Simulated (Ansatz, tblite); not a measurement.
# BCl2I (BICl2): a ladder of methods and basis sets

Aim: run the singlet of BCl2I (BICl2) at one geometry on many levels, and compare frontier levels, spin and run time.

Method: as each input shows; program: Ansatz 0.2.0, Gaussian basis.

Plan: GFN1-xTB, GFN2-xTB, PBE-D4/def2-TZVP, r2SCAN-D4/def2-TZVP, BLYP-D4/def2-TZVP, CAM-B3LYP-D4/def2-TZVP, BHLYP-D4/def2-TZVP, HSE06-D4/def2-TZVP, LC-ωPBE/def2-TZVP, LDA/def2-TZVP, HF/def2-TZVP, PBE-D4/def2-SVP, PBE0-D4/def2-SVP, PBE0-D4/def2-TZVPD, PBE-D4/def2-TZVPD, r2SCAN-D4/def2-TZVPD, CCSD(T)/def2-TZVPP, MP2/def2-TZVP, RPA/def2-TZVP.

2 further runs of the same task are left out: 1 that didn't finish, 1 set aside as unsound or not needed. Runs told in other sessions of the task aren't counted.

**1. The geometry**

The geometry is that of the singlet, from an earlier relaxation (PBE0-D4/def2-SVP).

4 atoms, charge 0, spin multiplicity 1.

Bond lengths: B1–Cl2 1.740 Å, B1–Cl3 1.740 Å, B1–I4 2.125 Å. Angles: Cl2–B1–Cl3 119.7°, Cl2–B1–I4 120.1°, Cl3–B1–I4 120.1°.

I takes a core potential in the def2 sets. No spin-orbit coupling is included.

PBE0-D4/def2-TZVP was run before; its log isn't repeated, and its numbers join the tables.

**2. GFN1-xTB**

Tight binding, by tblite at 300 K electronic temperature and without a spin-polarisation term:

```python
tblite.interface.Calculator('GFN1-xTB', numbers, positions, charge=0, uhf=0).singlepoint()
```

Energy -379.7535 eV, HOMO -11.74 eV, LUMO -7.43 eV; 0.004 s.

**3. GFN2-xTB**

Tight binding, by tblite at 300 K electronic temperature and without a spin-polarisation term:

```python
tblite.interface.Calculator('GFN2-xTB', numbers, positions, charge=0, uhf=0).singlepoint()
```

Energy -387.3527 eV, HOMO -12.17 eV, LUMO -8.23 eV; 0.004 s.

**4. PBE-D4/def2-TZVP**

start.molden holds the orbitals of an earlier run on this state, given as this run's starting guess.

in.yaml

```yaml
crystal:
  periodic: [false, false, false]
  atoms:
    - {symbol: B, position_ang: [0.048320, 0.080947, 0.002515]}
    - {symbol: Cl, position_ang: [1.787630, 0.059706, 0.034208]}
    - {symbol: Cl, position_ang: [-0.795607, 1.602250, 0.006158]}
    - {symbol: I, position_ang: [-1.040343, -1.742912, -0.042891]}
basis:
  gaussian: {orbitals: def2-TZVP, initial_orbitals: start.molden}
hamiltonian: {xc: pbe, dispersion: d4}
scf: {omitted_lower_state_checks: [starts]}
output: {orbitals: {seedname: orbitals}}
```

On the command line:

```sh
$ ansatz run in.yaml --threads 4 --pin off --events-out ev --progress --plain --max-ram 3916MiB
```

Further steps of the session: r2SCAN-D4/def2-TZVP; BLYP-D4/def2-TZVP; CAM-B3LYP-D4/def2-TZVP; BHLYP-D4/def2-TZVP; HSE06-D4/def2-TZVP; LC-ωPBE/def2-TZVP; LDA/def2-TZVP; HF/def2-TZVP; PBE-D4/def2-SVP; PBE0-D4/def2-SVP; PBE0-D4/def2-TZVPD; PBE-D4/def2-TZVPD; r2SCAN-D4/def2-TZVPD; CCSD(T)/def2-TZVPP; MP2/def2-TZVP; RPA/def2-TZVP.

Q: Predict the results of all the runs planned. Wanted: gap in def2-TZVP, named functionals and Hartree-Fock, smallest and largest; correlation energy, CCSD(T)/def2-TZVPP; correlation energy, MP2/def2-TZVP; binding an atom, CCSD(T)/def2-TZVPP; PBE0 total energy, smallest basis above largest.

The runs gave:

| quantity | value |
| --- | --- |
| gap in def2-TZVP, named functionals and Hartree-Fock, smallest and largest | 3.78 eV (LDA), 12.14 eV (HF) |
| correlation energy, CCSD(T)/def2-TZVPP | -27.35 eV |
| correlation energy, MP2/def2-TZVP | -26.24 eV |
| binding an atom, CCSD(T)/def2-TZVPP | 3.053 eV |
| PBE0 total energy, smallest basis above largest | 9.51 eV (def2-SVP, def2-TZVPD) |

In words: Over the named functionals and Hartree-Fock in def2-TZVP the gap runs from 3.78 eV (LDA) to 12.14 eV (HF); exact exchange widens it. The functionals in def2-TZVP miss CCSD(T)/def2-TZVPP by -0.044 (BHLYP-D4) to +0.718 eV (LDA) an atom. The reference is CCSD(T) in one finite basis, so it carries an error of its own, often a tenth of an eV or more, and near misses can't be ranked.
